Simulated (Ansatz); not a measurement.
Geometry optimisation, UKS BHLYP-D4/def2-SVP (Ansatz 0.2.0).

The input (input.yaml):

```yaml
crystal:
  periodic: [false, false, false]
  atoms:
    - { symbol: Si, position_ang: [-0.104375, 0.245338, 0.001403] }
    - { symbol: H, position_ang: [-0.662144, 0.576989, 2.592069] }
    - { symbol: H, position_ang: [1.374206, 0.162682, 0.023537] }
    - { symbol: H, position_ang: [-0.509101, 0.850584, -1.305997] }
    - { symbol: H, position_ang: [-0.725765, -1.097901, 0.08234] }
    - { symbol: "N", position_ang: [0.093176, -0.11694, 2.689348] }
    - { symbol: H, position_ang: [-0.282898, -0.9182, 3.179261] }
    - { symbol: H, position_ang: [0.8183, 0.297447, 3.259438] }
magnetization:
  spin_polarized: true
  initial_magnetization: 1
basis:
  gaussian: { orbitals: def2-SVP }
hamiltonian:
  xc: { name: BHLYP }
  dispersion: d4
relax:
  f_tol: 0.03
  max_steps: 50
```

Command:

```bash
$ ansatz run input.yaml --threads 1 --pin off --max-ram 2048MiB --backend cpu --events-out ev --progress --plain --runs-dir out
```

Where does it end, and by what steps?

The forces met the threshold. After 6 steps the energy has fallen by 0.111 eV; H2 moved furthest, 0.56 Å.

```csv
step,energy less start (eV),largest force component (eV/Å),accepted
0,0.0000,0.686,yes
1,-0.0574,0.572,yes
2,-0.0652,0.682,yes
3,-0.1025,0.235,yes
4,-0.1048,0.195,yes
5,-0.1107,0.074,yes
6,-0.1113,0.013,yes
```

```xyz
8
Properties=species:S:1:pos:R:3
Si -0.124 0.270 -0.062
H -0.746 0.559 3.143
H 1.343 0.143 0.123
H -0.356 0.723 -1.472
H -0.779 -1.054 0.086
N -0.030 0.009 2.686
H -0.170 -0.955 2.958
H 0.863 0.304 3.058
```

Time of the run: 15 s on 1 thread of Arm Neoverse V2, on a shared host, peak memory 0.13 GiB.
